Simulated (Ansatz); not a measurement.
**CH4O (singlet): from Hartree-Fock to the top rungs, cc-pVDZ**

An exercise on one series of results from a longer session: the logs are not shown, and one member is left open.

Program: Ansatz 0.2.0, Gaussian basis. Level of theory: cc-pVDZ, core rule «outside noble gas», up to 2 orbitals frozen. These are calculated values, not measurements.

Plan: UHF; CCSD(T) on RHF; BCCD(T) on RHF; CISD; CCSDT(Q) on RHF; CCSDTQ on RHF.

27 further runs of the same task are left out: 13 for a known fault of the program, 1 that didn't finish, 13 set aside as unsound or not needed.

## What is computed

The geometry is an MP2(full)/6-31G* stationary point (not a proven minimum).

6 atoms, charge 0, spin multiplicity 1.

Atoms are counted from 1 here; the program's logs count them from 0.

Bond lengths: C1–O2 1.423 Å, C1–H3 1.090 Å, C1–H5 1.097 Å, C1–H6 1.097 Å, O2–H4 0.970 Å. Angles: O2–C1–H3 106.3°, O2–C1–H5 112.3°, O2–C1–H6 112.3°, H3–C1–H5 108.5°, H3–C1–H6 108.5°, H5–C1–H6 108.8°, C1–O2–H4 107.4°.

The first run:

Contents of in.yaml:

```yaml
crystal:
  periodic: [false, false, false]
  atoms:
    - {symbol: C, position_ang: [-0.026687, 0.728617, 0.000000]}
    - {symbol: O, position_ang: [-0.026687, -0.694323, 0.000000]}
    - {symbol: H, position_ang: [-1.072551, 1.034013, 0.000000]}
    - {symbol: H, position_ang: [0.898978, -0.984230, 0.000000]}
    - {symbol: H, position_ang: [0.457589, 1.144604, 0.891772]}
    - {symbol: H, position_ang: [0.457589, 1.144604, -0.891772]}
basis:
  gaussian: {orbitals: cc-pVDZ}
magnetization: {spin_polarized: true, initial_magnetization: 0}
hamiltonian: {xc: hf}
output: {orbitals: {seedname: orbitals}}
```

Run with:

```bash
> ansatz run in.yaml --threads 1 --pin off --events-out ev --progress --plain --max-ram 3020MiB --backend cpu
```

Steps of the session up to this table: UHF; CCSD(T) on RHF; BCCD(T) on RHF; CISD; CCSDT(Q) on RHF; CCSDTQ on RHF.

One of the session's tables, all rows but one given; the rest of the session is left out.

```
   method  from RCCSDTQ (kcal/mol)
      RHF                  +233.96
     RMP2                   +21.20
     CISD                   +23.67
    RCCSD                    +5.59
 RCCSD(T)                        ?
  BCCD(T)                    +0.69
   RCCSDT                    +0.42
RCCSDT(Q)                    -0.03
  RCCSDTQ                        0
```

Q: Estimate the row for RCCSD(T) from the others.

As computed: from RCCSDTQ (kcal/mol): +0.70. In the column «from RCCSDTQ (kcal/mol)» it lies between BCCD(T) (+0.69) and RCCSD (+5.59).
